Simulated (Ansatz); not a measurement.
P₃⁺. The state is a triplet with charge 1. Geometry PBE0-D4/def2-TZVP, that of the neutral doublet; atoms count from 1.

```xyz
3

P    -0.829   -0.776   -0.245
P     1.004   -0.406    0.638
P    -0.175    1.182   -0.393
```

At PBE0-D4/def2-TZVP a singlet of charge 1 lies 2.05 eV below the triplet, each at its own geometry. The structure comes from a short search, and lower isomers may exist.

Q: Estimate the Mulliken populations from the PBE0/def2-TZVP orbitals of Ansatz.

A: 
```json
{"atom": "P1", "charge (e)": "0.35", "spin (α − β)": "-0.10"}
{"atom": "P2", "charge (e)": "0.32", "spin (α − β)": "1.05"}
{"atom": "P3", "charge (e)": "0.32", "spin (α − β)": "1.05"}
```
Mulliken values depend strongly on the basis.

Q: Where does the spin sit?

A: Summed by element: P 2.00, of 2 unpaired in all. Largest on single atoms: P3 1.05, P2 1.05, P1 -0.10.

Q: And the Mayer bond orders between heavy atoms (over 0.3)?

A: P1–P2 1.53 (2.07 Å); P1–P3 1.53 (2.07 Å); P2–P3 0.90 (2.23 Å).
